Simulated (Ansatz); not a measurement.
The same path of CH5BMg (8 atoms, charge 0, multiplicity 1) was run twice with different band settings. Lost on the way: Mg3–H8. Made: B2–H8.

These are results of RKS PBE-D4/def2-mTZVP (Ansatz 0.2.0), not measurements.

Relaxed end points:

```xyz
8
Properties=species:S:1:pos:R:3
C -0.297 0.957 -0.779
B 0.288 0.250 0.487
Mg 0.408 -2.022 0.896
H -1.317 1.268 -0.454
H 0.202 1.907 -1.043
H -0.437 0.356 -1.688
H 0.649 1.014 1.358
H 0.505 -3.730 1.222
```

```xyz
8
Properties=species:S:1:pos:R:3
C -0.244 0.583 -0.666
B 0.528 -0.224 0.447
Mg -1.039 -1.960 1.420
H -1.099 1.179 -0.315
H 0.492 1.324 -1.052
H -0.556 0.000 -1.545
H 0.646 0.228 1.565
H 1.272 -1.130 0.146
```

Common settings: spring 5.0 eV/Å²; optimiser quadratic models (default); start path through a guess of the saddle point; force threshold 0.05 eV/Å; end points relaxed.

| run | movable images | climbing image | iteration limit |
| --- | --- | --- | --- |
| 1 | 9 | yes | 38 |
| 2 | 2 | no | 60 |

Q: What does each run give, and how far can it be trusted?

A: Run 1: converged after 12 iterations, highest image 1.236 eV above the first end. Neighbouring images differ by up to 1.4 eV, so the band resolves the path poorly. A vibrational analysis at the climbing image gives 2 clearly imaginary modes (696i, 113i cm⁻¹): a point of higher order, so a lower path passes nearby.
Run 2: converged after 42 iterations, highest image 0.018 eV above the first end. No image climbed, so the highest image needn't sit at the top of the path. A band with more images between the same ends climbed to 1.24 eV, so this one has probably stepped over the top. So few images can step over the top or miss a turn of the path.
The orbitals stay closed-shell, which can raise the energy where a bond breaks towards radicals; this wasn't checked here.
